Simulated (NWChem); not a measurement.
**Total energies of chloromethane (CH₃Cl)**

```xyz
5

C      1.1279    -0.0568     0.0000
Cl    -0.6610     0.0333     0.0000
H      1.4635    -0.5967     0.9046
H      1.4635    -0.5967    -0.9046
H      1.5423     0.9682     0.0000
```
Charge 0, spin multiplicity 1.

The numbers come from NWChem runs, not from measurements. All single points use one geometry, from PBE/def2-SVP, a minimum by its harmonic frequencies.

Basis set: def2-TZVP (86 functions).

| method | total energy (Ha) | relative cost |
|---|---|---|
| RHF | -499.13831 | 1 |
| MP2 | -499.50044 | under 3 |
| B2PLYP | -499.96280 | under 3 |
| PBE | -499.88959 | under 3 |
| B3LYP | -500.15674 | under 3 |
| r2SCAN | -500.07792 | under 3 |
| CCSD(T) | -499.54860 | 40 |

Total energies of different functionals aren't comparable as a measure of quality: only differences taken within one method are. Costs are rough ratios of processor time within this set of runs, SCF included, with RHF as 1.

The correlated methods keep 6 core orbitals frozen. B3LYP has NWChem's definition, with VWN1-RPA local correlation. No row is a measurement; the coupled-cluster row has its own basis-set and correlation limits.
